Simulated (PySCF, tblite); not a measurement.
Compound: streptocyanine-1, CH₅N₂ (charge +1).
Geometry (GFN2-xTB, Å), atoms numbered from 1 in this order:
```
atom  x, y, z in Å
N1     1.1469    0.2019    0.0707
C2     0.0031   -0.4134    0.1684
N3    -1.1464    0.1094   -0.1510
H4     1.2144    1.1544   -0.2699
H5     2.0116   -0.2519    0.3323
H6     0.0085   -1.4341    0.5417
H7    -1.2226    1.0562   -0.5049
H8    -2.0065   -0.4130   -0.0564
```

Computed geometry: GFN2-xTB, gas phase.

Take the most abundant isotopes and a rigid rotor. The values belong to one conformer with, in the numbering `[NH2:1][CH:2]=[NH2+:3]`, H–N1–C2–N3 0° and 180°.

(1) Give the principal moments of inertia and the rotational constants in MHz.

(2) Classify the top.

(3) What does the inertial defect say?

(4) Estimate the classical rotational partition function at 50 K, 200 K and 500 K.

Answers

(1) Ia = 8.48, Ib = 48.48, Ic = 56.96 u·Å²; 505379 MHz·u·Å²/I gives A = 59566, B = 10425, C = 8872 MHz.

(2) A near-prolate asymmetric top: κ = (2 × 10425 − 59566 − 8872)/(59566 − 8872) = -0.94.

(3) Planar: Δ = Ic − Ia − Ib = 0.00 u·Å². For a rigid frame Δ = −2 Σ m c², so it vanishes when all atoms lie in the ab plane; here none is more than 0.01 Å from it.

(4) Point group C2v, symmetry number σ = 2; q = (√π/σ)·√((kT/h)³/(ABC)), k/h = 20836.6 MHz/K: 401 at 50 K, 3210 at 200 K, 12700 at 500 K.

Its GFN2-xTB frequencies are all real (lowest 488 cm⁻¹). Constants of a rigid frame at the computed geometry: no zero-point averaging, no centrifugal distortion.
